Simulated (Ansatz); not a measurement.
# BH₃O (triplet): from Hartree-Fock to the top rungs at distance B1–H4 along a hydrogen transfer = 1.110 Å, cc-pVDZ

An exercise on one series of results from a longer session: the logs are not shown, and one member is left open.

Program: Ansatz 0.2.0, Gaussian basis. Level of theory: cc-pVDZ, core rule «outside noble gas», up to 2 orbitals frozen. These are calculated values, not measurements.

The runs, in order: UHF; CCSD(T) on ROHF; CCSD(T) on UHF; BCCD(T) on ROHF; CISD; CCSDT(Q) on ROHF; CCSDT(Q) on UHF; CASSCF and MRCISD+Q, 4 electrons in 4 orbitals; CASSCF and NEVPT2, 4 electrons in 4 orbitals.

17 further runs of the same task are left out: 9 for a known fault of the program, 2 for a mislabelled method, 5 that didn't finish, 1 set aside as unsound or not needed.

## The geometry

The geometry derives from fragments relaxed apart (PBE0/def2-TZVP) and kept rigid, so it is no stationary point. A hydrogen atom is moved between rigid fragments.

5 atoms, charge 0, spin multiplicity 3.

Atoms are counted from 1 here; the program's logs count them from 0.

Bond lengths: B1–H2 1.193 Å, B1–H3 1.193 Å, B1–H4 1.110 Å. Angles: H2–B1–H3 120.0°, H2–B1–H4 120.0°, H3–B1–H4 120.0°.

Geometry (Å):

```xyz
5

B    -1.3465    0.0000    0.0000
H    -1.9432    1.0336    0.0000
H    -1.9432   -1.0336    0.0000
H    -0.2365    0.0000    0.0000
O     1.1695    0.0000    0.0000
```

Set-up of the first run:

Contents of in.yaml:

```yaml
crystal:
  periodic: [false, false, false]
  atoms:
    - {symbol: B, position_ang: [-1.346453, 0.000000, 0.000000]}
    - {symbol: H, position_ang: [-1.943186, 1.033571, 0.000000]}
    - {symbol: H, position_ang: [-1.943186, -1.033571, 0.000000]}
    - {symbol: H, position_ang: [-0.236453, 0.000000, 0.000000]}
    - {symbol: O, position_ang: [1.169547, 0.000000, 0.000000]}
basis:
  gaussian: {orbitals: cc-pVDZ}
magnetization: {spin_polarized: true, initial_magnetization: 2}
hamiltonian: {xc: hf}
output: {orbitals: {seedname: orbitals}}
```

Launch:

```bash
ansatz run in.yaml --threads 1 --pin off --events-out ev --progress --plain --max-ram 2393MiB
```

Steps of the session up to this table: UHF; CCSD(T) on ROHF; CCSD(T) on UHF; BCCD(T) on ROHF; CISD; CCSDT(Q) on ROHF; CCSDT(Q) on UHF; CASSCF and MRCISD+Q, 4 electrons in 4 orbitals; CASSCF and NEVPT2, 4 electrons in 4 orbitals.

One table of the session follows, with a row left open; its other results are not shown here.

```
     method  from UCCSDT(Q) (kcal/mol)
       ROHF                    +161.93
        UHF                    +157.35
       RMP2                     +28.14
       UMP2                     +27.85
       CISD                     +13.07
      RCCSD                      +2.84
      UCCSD                      +2.76
   RCCSD(T)                      +0.61
   UCCSD(T)                      +0.58
    BCCD(T)                      +0.63
     RCCSDT                      +0.16
     UCCSDT                      +0.13
  RCCSDT(Q)                          ?
  UCCSDT(Q)                          0
CASSCF pair                    +153.26
NEVPT2 pair                     +27.82
```

**Question.** Estimate the row for RCCSDT(Q).

The run gave: from UCCSDT(Q) (kcal/mol): +0.03. In the column «from UCCSDT(Q) (kcal/mol)» it lies between UCCSDT(Q) (0) and UCCSDT (+0.13).

Among the levels timed on like hardware and quicker than the yardstick, those that no quicker one beats, quickest first: NEVPT2 pair (2.9 s, +27.82 kcal/mol); UCCSD(T) (3.5 s, +0.58 kcal/mol).

Not comparable, so not listed: CASSCF and MRCISD+Q, 4 electrons in 4 orbitals (they don't share determinant, frozen orbitals or solution with the rows shown, or repeat one).

Limits of these values: Restricted and unrestricted rows rest on different reference determinants; where their highest levels disagree by more than a few hundredths of an eV, they describe different states and don't form one ladder. Warnings in the runs' records: passed over end.
